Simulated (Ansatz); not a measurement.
Basis-set extrapolation for C$_{3}$H$_{3}$F$_{3}$, SMILES `FC1CC1(F)F` (PBE0-D4/def2-TZVP geometry, frozen core, Ansatz). Multiplicity 1, RHF reference.

```csv
,def2-TZVPP,def2-QZVPP
HF,-413.784852,-413.802733
MP2 correlation,-1.223865,-1.327741
CCSD(T) correlation,-1.287122,not run
```

Energies in hartree. Use E(X) = E(∞) + A·exp(−7.88·√X) for Hartree–Fock and E(X) = E(∞) + B·X^(−2.97) for correlation, with X = 3 and 4, and add CCSD(T) minus MP2 of the smaller set to the MP2 limit.

**Question.** What is the CCSD(T) energy at the basis-set limit?

**Answer.** HF limit: -413.802733 + (-0.017881) × 0.13774 = -413.80520. MP2 limit: -1.327741 + (-0.103876) × 0.74074 = -1.40469. Higher-order term: -1.287122 − (-1.223865) = -0.06326. Total: -415.27315 hartree, 528.2 kJ/mol below CCSD(T)/def2-TZVPP.
